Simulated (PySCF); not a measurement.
Compound: H2NO (doublet state).
Structure used (GFN2-xTB), in Å, numbered top down from 1:
```xyz
4
H2NO angstrom
N     -0.067    0.005    0.088
O      1.203   -0.056   -0.034
H     -0.605   -0.850   -0.032
H     -0.522    0.905   -0.045
```

The species is `N[O]` (H2NO) [radical].

Method: PySCF 2.14.0, UKS B3LYP, pcH-1 on H N O, non-relativistic, mean-field spin-orbit, GIAO. Isolated species at its GFN2-xTB geometry, gas phase. Couplings are sensitive to structure, and on GFN2-xTB geometries they can be far from those on DFT ones.

Principal values of hyperfine tensors in MHz (contact and dipolar terms together), for some of the nuclei:

| atom | isotope | A1 | A2 | A3 | alike by the symmetry of this geometry |
| --- | --- | --- | --- | --- | --- |
| O2 | 17O | -257.43 | 57.71 | 61.88 | none |
| H4 | 1H | -52.67 | -34.93 | 8.02 | H3 |

Give the isotropic coupling of each nucleus in MHz and in mT (g = 2.0067), and the anisotropic part.

a_iso is a third of the trace, T = A − a_iso, and a(mT) = a(MHz)/(g × 13.996).

| atom | a_iso (MHz) | a_iso (mT) | T1 | T2 | T3 |
| --- | --- | --- | --- | --- | --- |
| O2 | -45.95 | -1.636 | -211.48 | 103.66 | 107.82 |
| H4 | -26.53 | -0.944 | -26.14 | -8.40 | 34.54 |

What spin density at the nucleus of H4 lies behind its contact coupling (g_N = 5.58569)?

a_FC = (2μ0/3) gₑ μB g_N μN ρ(0)/(2S·h) = 800.24 MHz × g_N × ρ(0)/(2S), with ρ in bohr⁻³. With a_FC = -26.53 MHz and 2S = 1, ρ(0) = -0.005934 bohr⁻³. In magnitude that is 1.9 % of the 1/π = 0.318 of a free hydrogen atom.

N1 (14N, g_N = 0.40376) isn't in the table. Its spin density at the nucleus is 0.0753 bohr⁻³. What is its contact coupling?

By the same relation, a_FC = 24.3 MHz. Its full tensor has the principal values 1.59, 2.75, 68.65 MHz.

Which nucleus of the table has the largest anisotropic coupling, and what is its form?

O2: -211.5, 103.7, 107.8 MHz, axial, in the ratio +1:+1:−2, the form that spin in one p orbital centred on that nucleus gives (the nuclear moment is negative).

What first-order splitting does O2 cause when the field lies along A1, A2 or A3 of its tensor (g taken as isotropic, no quadrupole term)?

6 lines (I = 5/2), spaced by |A_i|/(g × 13.996): 9.17, 2.05, 2.20 mT along the axes of A1, A2 and A3.
